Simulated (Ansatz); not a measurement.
Input file:

```yaml
crystal:
  periodic: [false, false, false]
  atoms:
    - {symbol: N, position_ang: [0.000000, -0.653684, 1.908908]}
    - {symbol: Si, position_ang: [0.000000, 0.424943, 0.615445]}
    - {symbol: P, position_ang: [0.000000, -0.150432, -1.453120]}
    - {symbol: H, position_ang: [0.000000, 1.865832, 0.978241]}
basis:
  gaussian: {orbitals: cc-pVDZ}
total_charge: 1
magnetization: {spin_polarized: false, initial_magnetization: 4}
correlation: {method: mp2, electrons: valence}
accuracy: high
output: {forces: true}
```

```sh
$ ansatz run in.yaml --threads 1 --pin off --events-out ev --progress --plain --max-ram 2393MiB
```

Log:

```
1174 factors; integrals over basis functions are off by at most 3.4e-9 eV
mean field evaluation 1: about -18609.8907 eV, gradient 4.3e1 eV
mean field evaluation 2: about -18609.9070 eV, gradient 4.3e1 eV
mean field evaluation 4: about -18614.2872 eV, gradient 2.8e1 eV
mean field evaluation 8: about -18618.1238 eV, gradient 5.6e-1 eV
mean field evaluation 16: about -18618.1365 eV, gradient 6.8e-2 eV
mean field evaluation 32: about -18618.1367 eV, gradient 1.4e-5 eV
mean field evaluation 64: about -18615.4012 eV, gradient 6.2e0 eV
mean field evaluation 96: about -18620.8226 eV, gradient 4.9e-1 eV
mean field evaluation 128: about -18616.2551 eV, gradient 4.4e0 eV
mean field evaluation 160: about -18618.1157 eV, gradient 9.5e-1 eV
mean field evaluation 192: about -18618.1350 eV, gradient 5.9e-8 eV
mean field -18620.83860685 eV, -684.3031971441 hartree, gradient 2.4e-8 eV, S^2 6.000000; 12 other end points of the search recorded, 0 dependent functions left out
mean field evaluation 224: about -18620.1756 eV, gradient 9.1e-1 eV
mean field evaluation 256: about -18620.0772 eV, gradient 6.2e0 eV
11 core orbitals not correlated: weight in the atoms' cores, before any rotation towards them, 1.000 or more for the frozen orbitals, at most 0.000 for the correlated occupied ones
reference -18620.83860685 eV, -684.3031971441 hartree; 9, 5 occupied and 35, 39 virtual orbitals, 1174 factors
second order -6.53686783 eV of doubles, -0.17162424 eV of singles
the calculation of the forces begins
Total energy: -18627.54709892 eV, -684.5497296802 hartree
Atom 0 at     0.000000    -0.653684     1.908908 Å, force     0.000000    -2.229381     2.797269 eV/Å
Atom 1 at     0.000000     0.424943     0.615445 Å, force    -0.000000     2.801310    -1.422577 eV/Å
Atom 2 at     0.000000    -0.150432    -1.453120 Å, force     0.000000    -0.434397    -1.469573 eV/Å
Atom 3 at     0.000000     1.865832     0.978241 Å, force     0.000000    -0.137532     0.094882 eV/Å
Dipole moment:    -0.000000     0.368821    -0.041659 e Å
```

Forces (eV/Å):
```
N    0.000 -2.229  2.797
Si   0.000  2.801 -1.423
P    0.000 -0.434 -1.470
H    0.000 -0.138  0.095
```

Ran on 1 thread of Intel Xeon, shared host: 26 s wall, 0.18 GiB peak host memory.
